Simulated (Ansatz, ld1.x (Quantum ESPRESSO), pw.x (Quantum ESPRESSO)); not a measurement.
## What a changed setting does to a pw.x run (fcc Al)

Potential: ultrasoft, ld1.x (Quantum ESPRESSO) 7.5, PBEsol; core [Ne], reference 3s1 3p2; waves: 3s (bound): rcut 2.30, rcutus 2.50 bohr; 3s channel at -0.1 Ry: rcut 2.30, rcutus 2.50 bohr; 3p (bound): rcut 2.55, rcutus 3.00 bohr; 3p channel at 0.1 Ry: rcut 2.55, rcutus 3.00 bohr; 3d channel at 0.25 Ry: rcut 2.55, rcutus 2.90 bohr; local part: all-electron potential smoothed inside 2.85 bohr (lloc = -1); core correction: none; augmentation: PSQ, inside the norm-conserving radii.

The reference run (k-mesh 14³, cutoffs 40/320 Ry, Fermi–Dirac 0.01 Ry, mixing_beta 0.4, conv_thr 1e-9, no spin) gives 0.99 GPa at 16.207 Å³/atom, where all-electron LAPW gives -0.16 GPa. This run, with its own iteration cap, changes mixing_mode to TF.

```
&control
  calculation='scf', prefix='x', pseudo_dir='./', outdir='./tmp', tstress=.true., disk_io='none'
/
&system
  ibrav=0, nat=1, ntyp=1, ecutwfc=40, ecutrho=320, nbnd=8,
  occupations='smearing', smearing='fd', degauss=0.01
/
&electrons
  conv_thr=1e-09, mixing_beta=0.4, electron_maxstep=70, mixing_mode='TF'
/
ATOMIC_SPECIES
Al 1.0 Al.UPF
CELL_PARAMETERS angstrom
  0.00000000 2.00858807 2.00858807
  2.00858807 0.00000000 2.00858807
  2.00858807 2.00858807 0.00000000
ATOMIC_POSITIONS crystal
Al 0.0000 0.0000 0.0000
K_POINTS automatic
14 14 14 0 0 0
```

```bash
pw.x < Al.scf.in > Al.scf.out
```

Problem. How does the run end?

Solution. It converges in 6 iterations; the free energy moves by +0.0 meV/atom and the pressure by +0.00 GPa. The result is that of the reference run.

```
Message from routine setup:
     using ibrav=0 with symmetry is DISCOURAGED, use correct ibrav instead
     lattice parameter (alat)  =       5.3679  a.u.
     unit-cell volume          =     109.3703 (a.u.)^3
     number of electrons       =         3.00
     number of Kohn-Sham states=            8
     kinetic-energy cutoff     =      40.0000  Ry
     charge density cutoff     =     320.0000  Ry
     scf convergence threshold =      1.0E-09
     Exchange-correlation= PBESOL
     number of k points=   104  Fermi-Dirac smearing, width (Ry)=  0.0100
     iteration #  1     ecut=    40.00 Ry     beta= 0.40
     total energy              =      -4.16838435 Ry
     estimated scf accuracy    <       0.00131969 Ry
     iteration #  2     ecut=    40.00 Ry     beta= 0.40
     total energy              =      -4.16843367 Ry
     estimated scf accuracy    <       0.00066787 Ry
     iteration #  3     ecut=    40.00 Ry     beta= 0.40
     total energy              =      -4.16844661 Ry
     estimated scf accuracy    <       0.00000438 Ry
     iteration #  4     ecut=    40.00 Ry     beta= 0.40
     total energy              =      -4.16844671 Ry
     estimated scf accuracy    <       0.00000075 Ry
     iteration #  5     ecut=    40.00 Ry     beta= 0.40
     total energy              =      -4.16844673 Ry
     estimated scf accuracy    <          9.6E-09 Ry
     iteration #  6     ecut=    40.00 Ry     beta= 0.40
     the Fermi energy is     8.0326 ev
!    total energy              =      -4.16844673 Ry
     estimated scf accuracy    <          8.7E-10 Ry
     smearing contrib. (-TS)   =      -0.00202865 Ry
     The total energy is F=E-TS. E is the sum of the following terms:
     one-electron contribution =       2.87042848 Ry
     hartree contribution      =       0.00474737 Ry
     xc contribution           =      -1.60597449 Ry
     ewald contribution        =      -5.43561944 Ry
     convergence has been achieved in   6 iterations
          total   stress  (Ry/bohr**3)                   (kbar)     P=        9.89
     Message from routine punch:
     Nothing written, as per user request (disk_io='none')
```

The run took about 5.6 s on one core of a shared host (Neoverse-V1, 32 threads, 247 GiB, load 28).
